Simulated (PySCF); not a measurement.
# What each rung costs, and what it gives

Saddle point of CH$_{4}$BF, closed shell (CH₄BF ([CH3][BH][F]) → CH₃B ([BH][CH2]) + HF; bonds formed: F2–H4; bonds broken: B1–F2, C3–H4), PBE0-D4/def2-TZVP structure:

```csv
atom,x (Å),y (Å),z (Å)
B1,-0.7398,0.1568,-0.0675
F2,-0.2504,-0.5402,-1.5341
C3,0.5107,0.2766,0.5925
H4,0.3702,-0.7985,-0.7403
H5,-1.9172,0.1083,-0.0182
H6,0.5659,0.3373,1.6739
H7,1.4606,0.4597,0.0935
```

Barriers are electronic and count from the start structure reached by relaxing down the imaginary mode.

Computed with PySCF 2.14 with density fitting (its default auxiliary sets; JK sets also for MP2 and CCSD(T)) (basis: as named in each row); correlated methods freeze the cores. B3LYP uses VWN-RPA correlation. Extrapolation: Hartree–Fock as exp(−7.88 √X), correlation as X^−2.97.

Times are rough, for one single point on 4 threads of a shared host (AMD EPYC 9B45).

The estimate by CCSD(T) at an estimated basis limit (MP2 extrapolated from triple and quadruple zeta, plus CCSD(T) − MP2 in triple zeta) is 85.56 kcal/mol.

```json
{"method": "HF", "basis": "STO-3G", "time (s)": "under 1", "barrier (kcal/mol)": "133.59", "method less estimate": "48.02"}
{"method": "MP2", "basis": "def2-QZVPP", "time (s)": "1", "barrier (kcal/mol)": "85.33", "method less estimate": "-0.24"}
{"method": "B3LYP-D4", "basis": "6-31G", "time (s)": "1", "barrier (kcal/mol)": "88.85", "method less estimate": "3.28"}
{"method": "PBE-D4", "basis": "def2-SVP", "time (s)": "2", "barrier (kcal/mol)": "80.70", "method less estimate": "-4.87"}
{"method": "PBE0-D4", "basis": "def2-SVP", "time (s)": "2", "barrier (kcal/mol)": "86.30", "method less estimate": "0.74"}
{"method": "SPW92", "basis": "def2-TZVPP", "time (s)": "2", "barrier (kcal/mol)": "75.50", "method less estimate": "-10.07"}
{"method": "CCSD(T)", "basis": "def2-SVP", "time (s)": "2", "barrier (kcal/mol)": "90.01", "method less estimate": "4.45"}
{"method": "PBE0-D4", "basis": "def2-TZVPP", "time (s)": "3", "barrier (kcal/mol)": "84.46", "method less estimate": "-1.10"}
{"method": "B3LYP-D4", "basis": "def2-TZVPP", "time (s)": "3", "barrier (kcal/mol)": "85.27", "method less estimate": "-0.29"}
{"method": "PBE-D4", "basis": "def2-TZVPP", "time (s)": "3", "barrier (kcal/mol)": "78.84", "method less estimate": "-6.73"}
{"method": "BHLYP-D4", "basis": "def2-TZVPP", "time (s)": "3", "barrier (kcal/mol)": "91.63", "method less estimate": "6.07"}
{"method": "r2SCAN-D4", "basis": "def2-TZVPP", "time (s)": "5", "barrier (kcal/mol)": "83.41", "method less estimate": "-2.15"}
{"method": "CCSD(T)", "basis": "def2-TZVPP", "time (s)": "31", "barrier (kcal/mol)": "86.19", "method less estimate": "0.62"}
{"method": "wB97M-V", "basis": "def2-TZVPP", "time (s)": "68", "barrier (kcal/mol)": "84.47", "method less estimate": "-1.10"}
```

All methods are single points on the PBE0-D4 structures.

T1 diagnostic: at most 0.014.

Labels in which every atom is bracketed show which atoms are joined, not bond orders.
